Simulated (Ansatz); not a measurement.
**Counterpoise correction, worked out**

The pair of H2O (SMILES O, atoms 1–3) and CH3Cl (SMILES CCl, atoms 4–8), both closed shells, in one local arrangement (a lower one may exist), relaxed at PBE0-D4/def2-TZVP:

| atom | x (Å) | y (Å) | z (Å) |
| --- | --- | --- | --- |
| O1 | -0.1565 | -0.1142 | -2.0410 |
| H2 | -0.2102 | 0.6755 | -1.4912 |
| H3 | 0.5675 | 0.0535 | -2.6478 |
| C4 | -0.0371 | -0.2734 | 1.2705 |
| Cl5 | -0.0692 | 1.4613 | 0.8676 |
| H6 | -0.9429 | -0.5087 | 1.8235 |
| H7 | 0.8426 | -0.4623 | 1.8805 |
| H8 | 0.0058 | -0.8317 | 0.3382 |

Program: Ansatz 0.2.0. Basis: def2-TZVPPD. Cores are frozen in the correlated methods.

CCSD(T) total energies in eV:

| system | geometry | basis functions | energy |
| --- | --- | --- | --- |
| pair | pair | all | -15671.31669 |
| H2O | as in the pair | all (partner as ghosts) | -2077.34348 |
| CH3Cl | as in the pair | all (partner as ghosts) | -13593.83984 |
| H2O | as in the pair | its own | -2077.33522 |
| CH3Cl | as in the pair | its own | -13593.82656 |
| H2O | free (PBE0-D4 minimum) | its own | -2077.33564 |
| CH3Cl | free (PBE0-D4 minimum) | its own | -13593.82586 |

Task: Work out the interaction energy with and without the counterpoise correction, the superposition error, and the binding energy from the relaxed fragments.

Result: Without correction: -15671.31669 − (-2077.33522) − (-13593.82656) = -0.15491 eV.
With correction (each fragment in the whole basis): -15671.31669 − (-2077.34348) − (-13593.83984) = -0.13337 eV = -3.08 kcal/mol.
The superposition error is the difference, 0.02154 eV, 14 % of the uncorrected value: each fragment borrows its partner's functions.
Deformation from the free shapes: 0.00042 eV for H2O and -0.00070 eV for CH3Cl (a small negative value is possible, since the free shapes are minima of another method).
Binding energy from relaxed fragments: -0.13337 + 0.00042 + (-0.00070) = -0.13365 eV = -3.08 kcal/mol (electronic, without zero-point energy; negative means bound). For comparison, the corrected interaction energy by CCSD(T) at an estimated basis limit (MP2 extrapolated from triple and quadruple zeta, plus CCSD(T) − MP2 in triple zeta) is -0.153 eV; triple zeta with the correction binds less.

No T1 diagnostic of these runs exceeds 0.011.

For scale, one of the runs: CCSD(T)/def2-TZVPPD, 213 basis functions, launched by `ansatz run in.yaml --threads 4 --pin off --events-out ev --progress --plain --max-ram 9574MiB`. Hardware: 4 CPU threads of an AMD EPYC 9R45, shared host. Wall time 12 s; peak host memory 3 GiB.
